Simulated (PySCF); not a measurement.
Isomers of C4H4O. Method used: PySCF, PBE0-D3(BJ)/def2-SVP geometry optimisation, gas phase. One conformer each; no zero-point energy, no entropy. No frequencies were run at this level. Point groups hold within 0.08 Å.

Task: Order them by energy at this level, lowest first, and give relative energies in kcal/mol.
A. `[CH2:1]=[C:2]=[CH:3][CH:4]=[O:5]` with C2–C3–C4–O5 0°
B. `[O:1]=[CH:2][C:3]1=[CH:4][CH2:5]1` with O1–C2–C3–C4 2°
C. `Cc1cc1=O`
D. 2-butynal, `CC#CC=O`
E. `[CH2:1]=[CH:2][CH:3]=[C:4]=[O:5]` with C1–C2–C3–C4 180°

Result: E (0.0), C (14.5), A (15.4), D (17.3), B (34.1).

As drawn, the lowest has cumulated double bonds, which the highest lacks; the highest has a three-membered ring, which the lowest lacks. Neighbours under 2.5 kcal/mol apart (Cc1cc1=O and C=C=CC=O; C=C=CC=O and CC#CC=O) can change places with a better method, another conformer or zero-point energy.

```
   SMILES      E (Eh)  E rel (kcal/mol)  dipole (D)  point group      A, B, C (MHz)
 C=CC=C=O  -229.56729               0.0        0.78           Cs  41073, 2362, 2234
 Cc1cc1=O  -229.54421              14.5        4.41           Cs  13364, 3876, 3061
 C=C=CC=O  -229.54278              15.4        2.67           Cs  14054, 3294, 2719
  CC#CC=O  -229.53968              17.3        3.86            –  43493, 2107, 2035
O=CC1=CC1  -229.51289              34.1        2.42            –  19099, 3385, 2933
```

Task: How do the relative energies change in single points at PBE0/pcSseg-1 (no added dispersion term) on the same geometries?

Result: 
```tsv
SMILES	PBE0-D3(BJ)/def2-SVP (kcal/mol)	PBE0/pcSseg-1 (kcal/mol)	shift
C=CC=C=O	0.0	0.0	0.0
Cc1cc1=O	14.5	15.5	+1.0
C=C=CC=O	15.4	14.8	-0.6
CC#CC=O	17.3	16.4	-0.9
O=CC1=CC1	34.1	34.9	+0.8
```

Each column counts from its own lowest isomer. The lowest isomer stays, but the order above it changes; the largest shift is 1.0 kcal/mol.
